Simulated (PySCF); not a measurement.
Which determinant of NH⁺ lies lowest?

Unrestricted PBE0; H aug-pcseg-1, N aug-pcseg-1; no relativity (PySCF 2.14). Outer shells of the fragments: N 2s2 2p3.

Followed along the bond (rough minima from three points):

```tsv
2Ms+1	unpaired	⟨S²⟩ at the start	R at minimum (Å)	Te (eV)
4	σ ↑, π ↑↑	3.75	1.11	0.00
2	π ↑	0.75	1.08	0.06
2	σ ↓, π ↑↑	1.76	none in the scan	≤ 1.42
2	σ ↑, π ↑↓	1.76	none in the scan	≤ 1.46
```

Solutions found at the starting distance of 1.075 Å, counted from the lowest of them; the search is not exhaustive and high or unbound solutions are not listed, so other states can lie among these:

```csv
2Ms+1,unpaired,term,E (eV),⟨S²⟩,⟨Lz²⟩,μ (D)
4,"σ ↑, π ↑↑",⁴Σ⁻,0.00,3.75,0.00,-1.62
2,π ↑,²Π,0.05,0.75,1.00,-2.00
2,"σ ↑, π ↑↓",mixed,1.51,1.76,2.01,-1.80
2,"σ ↓, π ↑↑",mixed,1.53,1.76,0.00,-1.92
2,σ ↑,mixed,3.54,0.75,2.00,-1.80
2,π ↑,²Π,7.39,0.77,1.00,-1.82
```

A term symbol is given only where ⟨S²⟩ and ⟨Lz²⟩ are close to those of a pure state; real π, δ and φ orbitals otherwise mix terms. A positive dipole points towards N; it is taken about the centre of mass and depends on that origin.

Counting both spins, an empty level lies below a filled one in some of these solutions, because spin and occupation are held.
